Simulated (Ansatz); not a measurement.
**What a trial cell of As relaxes into**

Level of theory: Ansatz, DFT PBEsol, scalar-relativistic, plane waves, PAW. Cutoff 420 eV, Γ-centred k mesh, Gaussian smearing, no spin polarisation in the final step.

The start puts As on the lonsdaleite structure type (P6_3/mmc, No. 194), at a guessed volume.

```yaml
crystal:
  lattice:
    - [3.83229, 0.00000, 0.00000]
    - [-1.91615, 3.31886, 0.00000]
    - [0.00000, 0.00000, 6.32328]
  atoms:
    - { symbol: As, position: [0.33333, 0.66667, 0.43750] }
    - { symbol: As, position: [0.66667, 0.33333, 0.93750] }
    - { symbol: As, position: [0.66667, 0.33333, 0.56250] }
    - { symbol: As, position: [0.33333, 0.66667, 0.06250] }
```

Cell and atoms relax at zero pressure; the relaxation can't lower the symmetry of the start. After a coarse first stage the cell is made exact in the group found at 0.06 Å.

Energies count from the standard state of As at the same level.

(1) Which crystal results?

(2) What are its volume, energy, density and gap?

Results:

(1) It keeps P6_3/mmc (No. 194), but not the shape of the type it started on. Conventional cell: a = 4.548 Å, c = 5.641 Å. As has 1 As at 2.47 Å, 3 As at 2.65 Å and 1 As at 3.18 Å.

Space group P6_3/mmc (No. 194). a = 4.548 Å, b = 4.548 Å, c = 5.641 Å, α = 90.00°, β = 90.00°, γ = 120.00°
```csv
atom,site,symmetry,x,y,z
As,4f,3m.,0.3333,0.6667,0.4685
```

(2) The volume per atom is 25.26 Å³, the density is 4.92 g/cm³ and the energy over the standard structure is 0.20 eV/atom. The gap on the 12×12×8 mesh is 0 eV (a metal).

The final run used a 12×12×8 mesh on its 4-atom cell and 0.10 eV smearing. The k mesh leaves about 4 meV/atom of noise in metals. A structure relaxed within its symmetry needn't be a true minimum.